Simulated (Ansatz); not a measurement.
# C₇H₁₆: ionisation energy by level of theory

One table from this session's results is given with a row withheld; the runs are named, their logs left out.

The runs use Ansatz 0.2.0, Gaussian basis; unrestricted cation, the program's frozen cores in correlated methods.

Plan: UKS PBE-D4/def2-TZVPP; UKS r2SCAN-D4/def2-TZVPP; UKS PBE0-D4/def2-TZVPP; UKS B3LYP-D4/def2-TZVPP; UKS wB97X-V/def2-TZVPP; UKS wB97M-V/def2-TZVPP; UKS B2PLYP/def2-TZVPP; UHF-MP2/def2-TZVPP; UHF-MP2/def2-QZVPP; then −ε(HOMO) from the neutral's earlier runs with LDA (SPW92), PBE-D4, revPBE-D4, BLYP-D4, r2SCAN-D4, B97M-V, PBE0-D4, B3LYP-D4, r2SCANh-D4, r2SCAN0-D4, HSE06-D4, BHLYP-D4, CAM-B3LYP-D4, LC-ωPBE, ωB97X-V, ωB97M-V.

1 further run of the same task is left out (it didn't finish).

### The relaxed structure

An earlier PBE0-D4 in a triple-zeta def2 set relaxation fixed the geometry.

SMILES `CCCCC(C)C`, 23 atoms, charge 0, spin multiplicity 1.

Atoms are counted from 1 here; the program's logs count them from 0.

Bond lengths: C1–C2 1.519 Å, C1–H8 1.094 Å, C1–H9 1.094 Å, C1–H10 1.092 Å, C2–C3 1.520 Å, C2–H11 1.096 Å, C2–H12 1.096 Å, C3–C4 1.519 Å, C3–H13 1.098 Å, C3–H14 1.096 Å, C4–C5 1.526 Å, C4–H15 1.097 Å, C4–H16 1.099 Å, C5–C6 1.522 Å, C5–C7 1.522 Å, C5–H17 1.099 Å, C6–H18 1.093 Å, C6–H19 1.095 Å and more. Angles: C2–C1–H8 111.1°, C2–C1–H9 111.1°, C2–C1–H10 111.7°, H8–C1–H9 107.4°, H8–C1–H10 107.7°, H9–C1–H10 107.7°, C1–C2–C3 113.1°, C1–C2–H11 109.6°, C1–C2–H12 109.7°, C3–C2–H11 109.1°, C3–C2–H12 109.2°, H11–C2–H12 105.9°, C2–C3–C4 113.1°, C2–C3–H13 109.2°, C2–C3–H14 108.8°, C4–C3–H13 109.3°, C4–C3–H14 110.2°, H13–C3–H14 106.0° and more.

The first run:

Input file in.yaml:

```yaml
crystal:
  periodic: [false, false, false]
  atoms:
    - {symbol: C, position_ang: [-3.377396, 0.107893, -0.769594]}
    - {symbol: C, position_ang: [-2.147723, -0.662685, -0.322062]}
    - {symbol: C, position_ang: [-0.925857, 0.222267, -0.135777]}
    - {symbol: C, position_ang: [0.305544, -0.549261, 0.308333]}
    - {symbol: C, position_ang: [1.534728, 0.304706, 0.607083]}
    - {symbol: C, position_ang: [2.032269, 1.050931, -0.622968]}
    - {symbol: C, position_ang: [2.646244, -0.552631, 1.194633]}
    - {symbol: H, position_ang: [-3.648427, 0.875349, -0.038904]}
    - {symbol: H, position_ang: [-3.200283, 0.612026, -1.723964]}
    - {symbol: H, position_ang: [-4.241050, -0.548933, -0.896718]}
    - {symbol: H, position_ang: [-1.916208, -1.444817, -1.054600]}
    - {symbol: H, position_ang: [-2.361366, -1.184620, 0.618019]}
    - {symbol: H, position_ang: [-1.152861, 1.000677, 0.604309]}
    - {symbol: H, position_ang: [-0.723593, 0.747955, -1.075584]}
    - {symbol: H, position_ang: [0.053933, -1.124768, 1.207828]}
    - {symbol: H, position_ang: [0.567863, -1.290450, -0.458946]}
    - {symbol: H, position_ang: [1.245722, 1.049141, 1.361739]}
    - {symbol: H, position_ang: [2.923204, 1.639567, -0.389481]}
    - {symbol: H, position_ang: [2.299892, 0.346341, -1.417641]}
    - {symbol: H, position_ang: [1.280758, 1.734727, -1.022345]}
    - {symbol: H, position_ang: [2.966678, -1.314312, 0.476274]}
    - {symbol: H, position_ang: [3.521843, 0.049650, 1.450364]}
    - {symbol: H, position_ang: [2.316095, -1.068752, 2.099991]}
basis:
  gaussian: {orbitals: def2-TZVPP}
total_charge: 1
magnetization: {spin_polarized: true, initial_magnetization: 1}
hamiltonian: {xc: pbe, dispersion: d4}
```

Steps of the session up to this table: Cation, UKS PBE-D4/def2-TZVPP; Cation, UKS r2SCAN-D4/def2-TZVPP; Cation, UKS PBE0-D4/def2-TZVPP; Cation, UKS B3LYP-D4/def2-TZVPP; Cation, UKS wB97X-V/def2-TZVPP; Cation, UKS wB97M-V/def2-TZVPP; Cation, UKS B2PLYP (frozen core)/def2-TZVPP; Cation, UHF-MP2/def2-TZVPP; Cation, UHF-MP2/def2-QZVPP.

One table of the session follows, with a row left open; its other results are not shown here.

Orbital estimates, from the neutral's runs:

```
  functional  −ε(HOMO) (eV)
 LDA (SPW92)           7.37
      PBE-D4           7.26
   revPBE-D4           7.21
     BLYP-D4           7.16
   r2SCAN-D4           7.51
      B97M-V           7.69
     PBE0-D4           8.59
    B3LYP-D4           8.39
  r2SCANh-D4           8.01
  r2SCAN0-D4           8.75
    HSE06-D4           8.19
    BHLYP-D4              ?
CAM-B3LYP-D4           9.99
     LC-ωPBE          11.31
     ωB97X-V          10.98
     ωB97M-V          10.87
```

**Question.** Estimate the row for BHLYP-D4.

Worked estimate for «−ε(HOMO) (eV)». Against the share of exact exchange, BLYP-D4 (0, 7.16), B3LYP-D4 (0.2, 8.39) give a slope of 6.15 per unit share; at 0.5 the line stands at 10.23.

As computed: −ε(HOMO) (eV): 9.87. In «−ε(HOMO) (eV)» the line misses by +0.36.
